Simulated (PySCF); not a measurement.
Delta-SCF ions had no search for a lower state. Excitations are Tamm–Dancoff values on a coarser integration grid. The basis has no diffuse functions, so Rydberg states are missing or too high.

# C3H4, SMILES `C1=CC1` (charge 0, multiplicity 1)

Calculation: M06-2X/def2-TZVP // B3LYP-D3(BJ)/def2-TZVP in PySCF 2.14.0.

```json
{
  "HOMO": "-8.51 eV",
  "dipole_moment": "0.49 D",
  "LUMO": "1.07 eV",
  "HOMO–LUMO gap": "9.58 eV",
  "S1 excitation (TDA)": "6.47 eV",
  "S1 oscillator strength": "0.002",
  "brightest of the four lowest singlets (TDA)": "6.97 eV",
  "T1 excitation (TDA)": "4.67 eV",
  "S1–T1 gap (TDA)": "1.80 eV",
  "vertical ionisation energy (Delta-SCF)": "9.90 eV",
  "total_energy": "-116.6105 Ha",
  "cost": "about 4 core-minutes (a rough figure)"
}
```

```xyz
7

C     -0.5958    -0.6458    -0.0093
C     -0.6006     0.6407    -0.0291
C      0.7617     0.0032     0.0244
H     -1.1339    -1.5762    -0.0125
H     -1.1457     1.5665    -0.0607
H      1.3865    -0.0082    -0.8674
H      1.3278     0.0197     0.9545
```
Charge 0, spin multiplicity 1.
